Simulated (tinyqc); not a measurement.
Inside a calculation. Method: geometry optimisation on the UHF/sto-3g surface (energies and gradients from PySCF), for CH, spin multiplicity 4. One step of it, computed by the program tinyqc.

Problem. Step 2: move. Quasi-Newton step p = -H^(-1) g (the inverse Hessian comes from BFGS updates; coordinates in the order x, y, z of each atom); steps longer than 0.3 bohr are cut back.

positions after step 1 (bohr), order 1C, 2H:
```
[[0.000000, 0.000000, 0.102695],
 [0.000000, 0.000000, 2.087497]]
```

gradient (hartree/bohr), order 1C, 2H:
```
[[0.00000000, 0.00000000, 0.02626920],
 [0.00000000, 0.00000000, -0.02626920]]
```

inverse Hessian in use (bohr^2/hartree):
```
[[1.666667, 0.000000, 0.000000, 0.000000, 0.000000, 0.000000],
 [0.000000, 1.666667, 0.000000, 0.000000, 0.000000, 0.000000],
 [0.000000, 0.000000, 1.417583, 0.000000, 0.000000, 0.249083],
 [0.000000, 0.000000, 0.000000, 1.666667, 0.000000, 0.000000],
 [0.000000, 0.000000, 0.000000, 0.000000, 1.666667, 0.000000],
 [0.000000, 0.000000, 0.249083, 0.000000, 0.000000, 1.417583]]
```

Give: positions after step 2.

Solution.

positions after step 2 (bohr), order 1C, 2H:
```
[[0.000, 0.000, 0.072],
 [0.000, 0.000, 2.118]]
```
